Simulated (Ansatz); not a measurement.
in.yaml

```yaml
crystal:
  periodic: [false, false, false]
  atoms:
    - {symbol: O, position_ang: [-1.009119, -0.029165, 0.000000]}
    - {symbol: H, position_ang: [-1.258429, 0.897410, 0.000000]}
    - {symbol: H, position_ang: [0.157881, -0.029165, 0.000000]}
    - {symbol: N, position_ang: [1.231881, -0.029165, 0.000000]}
basis:
  gaussian: {orbitals: cc-pVDZ}
magnetization: {spin_polarized: false, initial_magnetization: 3}
correlation: {method: fic_mrcisd_q, electrons: outside_noble_gas, active_space: {window: {electrons: 13, orbitals: 10}, shells: [{species: H, l: s, shell: 1}, {species: "N", l: s, shell: 2}, {species: "N", l: p, shell: 2}, {species: O, l: s, shell: 2}, {species: O, l: p, shell: 2}]}}
```

```sh
$ ansatz run in.yaml --threads 1 --pin off --events-out ev --progress --plain --max-ram 2393MiB
```

Problem. Roughly how long does this take on 1 thread of Intel Xeon Platinum 8259CL, shared host, and how much host memory?

Solution. 9 s wall and 0.58 GiB.

```
645 factors; integrals over basis functions are off by at most 2.5e-7 eV
mean field evaluation 1: about -3543.3746 eV, gradient 3.1e1 eV
mean field evaluation 2: about -3543.3946 eV, gradient 3.1e1 eV
mean field evaluation 4: about -3545.7936 eV, gradient 5.0e0 eV
mean field evaluation 8: about -3545.9198 eV, gradient 5.6e-1 eV
mean field evaluation 16: about -3545.9246 eV, gradient 5.8e-5 eV
mean field evaluation 32: about -3544.8386 eV, gradient 8.5e-1 eV
mean field evaluation 64: about -3544.7619 eV, gradient 6.1e-1 eV
mean field -3545.92460709 eV, -130.3103257967 hartree, gradient 2.4e-6 eV, S^2 3.750000; 6 other end points of the search recorded, 0 dependent functions left out
reference -3545.92460709 eV, -130.3103257967 hartree; 10, 7 occupied and 28, 31 virtual orbitals, 645 factors
state -3547.93650927 eV, -130.3842618380 hartree
contracted CI cycle   1: correlation 0.00000000 eV, 0.0000000000 hartree, residual 2.80e1 eV
contracted CI cycle   2: correlation -6.56502081 eV, -0.2412600647 hartree, residual 4.81e0 eV
contracted CI cycle   3: correlation -6.77932206 eV, -0.2491354904 hartree, residual 9.67e-1 eV
contracted CI cycle   4: correlation -6.78863213 eV, -0.2494776294 hartree, residual 2.38e-1 eV
contracted CI cycle   5: correlation -6.78919390 eV, -0.2494982739 hartree, residual 5.55e-2 eV
contracted CI cycle   6: correlation -6.78922394 eV, -0.2494993780 hartree, residual 1.13e-2 eV
contracted CI cycle   7: correlation -6.78922517 eV, -0.2494994233 hartree, residual 2.43e-3 eV
contracted CI cycle   8: correlation -6.78922523 eV, -0.2494994254 hartree, residual 5.05e-4 eV
state -3547.93650927 eV, -130.3842618380 hartree; corrected -3555.18477685 eV, -130.6506307585 hartree
Total energy: -3555.18477685 eV, -130.6506307585 hartree
Checks for a lower state left out: starts, orbital_swaps
```

For the same geometry and basis UCCSDT(Q) lies 42.9 meV lower.
